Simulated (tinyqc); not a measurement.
UHF in the sto-3g basis, for LiH, spin multiplicity 3, step by step. This run ends on a higher stationary point, not on the lowest solution. One step of it, computed by the program tinyqc.

Question. Orthogonalisation. S = U s U^T; symmetric (Loewdin) form X = U s^(-1/2) U^T, so that X^T S X = 1.

overlap S, order 1Li 1s, 1Li 2s, 1Li 2px, 1Li 2py, 1Li 2pz, 2H 1s:
```
[[1.000000, 0.241137, 0.000000, 0.000000, 0.000000, 0.030701],
 [0.241137, 1.000000, 0.000000, 0.000000, 0.000000, 0.309273],
 [0.000000, 0.000000, 1.000000, 0.000000, 0.000000, 0.000000],
 [0.000000, 0.000000, 0.000000, 1.000000, 0.000000, 0.000000],
 [0.000000, 0.000000, 0.000000, 0.000000, 1.000000, 0.433332],
 [0.030701, 0.309273, 0.000000, 0.000000, 0.433332, 1.000000]]
```

Give: eigenvalues of S; X.

Answer.

eigenvalues of S: [0.4546, 0.8027, 1.0000, 1.0000, 1.1804, 1.5622]

X, order 1Li 1s, 1Li 2s, 1Li 2px, 1Li 2py, 1Li 2pz, 2H 1s:
```
[[1.0234, -0.1304, 0.0000, 0.0000, -0.0071, 0.0176],
 [-0.1304, 1.0707, 0.0000, 0.0000, 0.0656, -0.1943],
 [0.0000, 0.0000, 1.0000, 0.0000, 0.0000, 0.0000],
 [0.0000, 0.0000, 0.0000, 1.0000, 0.0000, 0.0000],
 [-0.0071, 0.0656, 0.0000, 0.0000, 1.0896, -0.2667],
 [0.0176, -0.1943, 0.0000, 0.0000, -0.2667, 1.1359]]
```
